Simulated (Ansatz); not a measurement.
Relaxation of BH$_{2}$OS (5 atoms, charge 0, multiplicity 2), to a largest force component of 0.015 eV/Å in at most 40 steps.

The calculation used UKS PBE-D4/def2-SVP (Ansatz 0.2.0).

```xyz
5
Properties=species:S:1:pos:R:3
O -1.229 0.062 -0.693
B -0.503 0.505 0.463
S 1.322 0.793 0.294
H -1.180 -0.872 -0.696
H 1.639 -0.561 0.591
```

Problem. Where does it end, and by what steps?

Solution. The forces met the threshold. After 10 steps the energy has fallen by 1.158 eV; B2 moved furthest, 0.48 Å.

| step | energy less start (eV) | largest force component (eV/Å) | accepted |
| --- | --- | --- | --- |
| 0 | 0.0000 | 2.763 | yes |
| 1 | -0.2620 | 1.969 | yes |
| 2 | -0.5261 | 2.839 | yes |
| 3 | -0.8423 | 2.298 | yes |
| 4 | -0.9744 | 1.317 | yes |
| 5 | -1.0648 | 0.843 | yes |
| 6 | -1.1390 | 0.576 | yes |
| 7 | -1.1517 | 0.295 | yes |
| 8 | -1.1573 | 0.104 | yes |
| 9 | -1.1583 | 0.076 | yes |
| 10 | -1.1584 | 0.005 | yes |

```xyz
5
Properties=species:S:1:pos:R:3
O -1.311 -0.049 -0.439
B -0.456 0.827 0.109
S 1.258 0.706 0.617
H -0.954 -0.948 -0.609
H 1.512 -0.610 0.281
```

Time of the run: 21 s on 1 thread of Arm Neoverse V2 (shared host), peak memory 0.13 GiB.
